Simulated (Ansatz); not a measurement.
C3H5ClS, SMILES CC(S)=CCl, harmonic frequencies at the relaxed geometry

Program: Ansatz's Python interface.

Typed at the interpreter:
```pycon
>>> import warnings
>>> import ansatz
>>> from ase import Atoms
>>> import numpy as np
>>> warnings.simplefilter("ignore", ansatz.DeckWarning)
>>> atoms = Atoms(["C", "C", "S", "C", "Cl", "H", "H", "H", "H", "H"], positions=[
...     (-0.9371, -0.3291, 0.4793),
...     (0.3802, 0.0251, -0.0705),
...     (1.717, -0.5737, 0.8308),
...     (0.7101, 0.7375, -1.1892),
...     (-0.5421, 1.3992, -2.2444),
...     (-1.1059, 0.1503, 1.4715),
...     (-1.1082, -1.3658, 0.5293),
...     (-1.7553, 0.1369, -0.1547),
...     (1.0875, -1.1703, 1.8779),
...     (1.637, 0.9388, -1.527),
... ])
>>> geometry = ansatz.Crystal.molecule_from_ase(atoms)
>>> setup = (
...     geometry.calculation()
...     .basis(gaussian="6-31G*")
...     .functional("pbe0")
... )
>>> symbols = [site.symbol for site in geometry.cartesian_sites]
>>> start = np.array([site.position_ang for site in geometry.cartesian_sites], dtype=float)
>>> rep = setup.relax(force_tolerance=0.003).run(threads=1, pin="off").report

>>> end = np.array(rep["positions_ang"])
>>> print("final positions (A) and the move of each atom")
final positions (A) and the move of each atom
>>> for symbol, xyz, old in zip(symbols, end, start):
...     print(f"{symbol:2s} {xyz[0]:10.5f} {xyz[1]:10.5f} {xyz[2]:10.5f}   {np.linalg.norm(xyz - old):7.4f}")
...
C    -1.03287   -0.33891    0.42321    0.1114
C     0.34543   -0.05376   -0.07652    0.0864
S     1.70438   -0.88758    0.71412    0.3351
C     0.66511    0.70440   -1.13020    0.0812
Cl   -0.49695    1.46029   -2.16793    0.1078
H    -1.11938   -0.07129    1.48388    0.2223
H    -1.25626   -1.40829    0.33976    0.2442
H    -1.78287    0.22555   -0.13585    0.0947
H     1.36768   -0.57606    1.98221    0.6652
H     1.68891    0.89454   -1.42968    0.1188
>>> # same settings at the minimum
>>> minimum = ansatz.Crystal.molecule()
>>> for symbol, xyz in zip(symbols, end):
...     minimum = minimum.atom(symbol, xyz.tolist())
...
>>> vibrating = (
...     minimum.calculation()
...     .basis(gaussian="6-31G*")
...     .functional("pbe0")
...     .phonons(temperatures=(200, 600, 100))
... )
>>> vib = vibrating.run(threads=1, pin="off").report["vibrations"]
>>> sums = vib["harmonic_sums"]
>>> modes = [m["omega_inv_cm"] for m in sums["modes_at_gamma"] if m["rigid_motion"] == "no"]
>>> print("frequencies (1/cm):", " ".join(f"{w:.0f}" for w in modes))
frequencies (1/cm): 145 197 211 253 310 399 444 737 818 840 949 1030 1076 1142 1337 1437 1503 1506 1711 2705 3070 3137 3183 3270
>>> print("imaginary modes:", sum(w < 0 for w in modes), " zero-point energy:", round(sums["zero_point_energy_ev"], 4), "eV")
imaginary modes: 0  zero-point energy: 1.9472 eV
>>> print("T (K)   F_vib (eV)   S_vib (meV/K)   C_vib (meV/K)")
T (K)   F_vib (eV)   S_vib (meV/K)   C_vib (meV/K)
>>> for row in zip(sums["temperatures_k"], sums["vibrational_free_energy_ev"], vib["entropy_ev_per_k"], vib["heat_capacity_ev_per_k"]):
...     print(f"{row[0]:6.1f} {row[1]:11.4f} {1000 * row[2]:13.4f} {1000 * row[3]:15.4f}")
...
 200.0      1.9237        0.3290          0.4718
 300.0      1.8791        0.5597          0.6776
 400.0      1.8120        0.7809          0.8650
 500.0      1.7233        0.9916          1.0249
 600.0      1.6141        1.1906          1.1578
```

The frequencies are harmonic and unscaled, in a modest basis. The result belongs to the one conformer reached from this start, and soft torsions count as harmonic oscillators. Hardware and time: 2.1 min on 1 thread of AMD EPYC 9R45 96-Core Processor (Zen 5), with other jobs on the host, peak memory 0.29 GiB.

(Lines on the test bed's own set-up are left out of the output.)
